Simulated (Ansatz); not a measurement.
A nudged elastic band was laid between two geometries of CH$_{8}$AlN (11 atoms, charge 0, multiplicity 1).

Level of theory: RKS B3LYP-D4/6-31G* in Ansatz 0.2.0.

| Property | Result |
| --- | --- |
| movable images | 5 |
| climbing image | yes |
| spring | 5.0 eV/Å² |
| optimiser | quadratic models (default) |
| start path | through a guess of the saddle point |
| force threshold | 0.05 eV/Å |
| iteration limit | 60 |
| end points | relaxed |

Image 0:

```xyz
11
Properties=species:S:1:pos:R:3
Al 0.083 -0.192 0.047
H 0.396 0.850 1.228
H 1.319 -0.664 -0.861
H -1.360 -0.108 -0.652
N -0.187 -1.908 1.176
H -0.497 -2.654 0.551
C 1.019 -2.339 1.928
H 1.822 -2.525 1.212
H 1.325 -1.522 2.584
H 0.836 -3.241 2.522
H -0.961 -1.740 1.820
```

Image 6:

```xyz
11
Properties=species:S:1:pos:R:3
Al 0.278 -0.789 -0.658
H -1.117 -0.023 3.228
H 1.703 -0.147 -0.922
H -1.035 -0.496 -1.498
N 0.129 -1.936 0.700
H -0.770 -2.368 0.887
C 1.158 -2.400 1.623
H 1.312 -3.487 1.560
H 2.111 -1.918 1.383
H 0.917 -2.154 2.668
H -0.891 -0.325 2.586
```

Question: What changes between the two ends?

Answer: Bonds broken: Al1–H2, N5–H11. Bonds formed: H2–H11. CH8AlN becomes CH6AlN + H2.

Question: What energy profile does the band end with?

Answer: The forces met the threshold. The highest image is number 3 of 0 to 6, 1.57 eV above the first end and 0.96 eV above the last; the last end lies 0.61 eV above the first. Neighbouring images differ by up to 1.4 eV, so the band resolves the path poorly. A vibrational analysis at the climbing image gives one clearly imaginary mode, 1302i cm⁻¹: a first-order saddle point. The orbitals stay closed-shell, which can raise the energy where a bond breaks towards radicals; this wasn't checked here.

```
image  path coordinate (Å)  energy (eV)  Al1–H2 (Å)  N5–H11 (Å)  H2–H11 (Å)
    0                 0.00         0.00        1.61        1.02        2.98
    1                 1.01         0.02        1.61        1.02        2.75
    2                 2.01         0.15        1.62        1.02        2.18
    3                 3.02         1.57        1.85        1.45        0.98
    4                 4.19         0.72        2.80        2.48        0.75
    5                 5.37         0.62        3.70        2.81        0.74
    6                 6.54         0.61        4.20        2.68        0.74
```

Question: What is the geometry of the highest image?

Answer: 
```xyz
11
Properties=species:S:1:pos:R:3:forces:R:3
Al 0.043 -0.494 -0.121 0.00 -0.01 -0.03
H -0.493 0.372 1.422 -0.01 0.03 0.01
H 1.514 0.005 -0.439 0.00 0.00 0.00
H -1.192 -0.419 -1.113 0.00 0.00 0.00
N -0.071 -1.905 1.168 0.01 0.00 0.01
H -0.865 -2.539 1.123 0.00 0.00 -0.01
C 1.084 -2.508 1.834 0.00 0.00 0.00
H 1.563 -3.287 1.224 0.00 0.00 0.00
H 1.835 -1.733 2.023 0.00 0.00 0.00
H 0.809 -2.949 2.800 0.00 0.00 0.00
H -0.431 -0.585 1.636 0.00 -0.02 0.01
```

Time of the run: 5 min on 1 thread of Arm Neoverse V1 (shared host), peak memory 0.12 GiB.
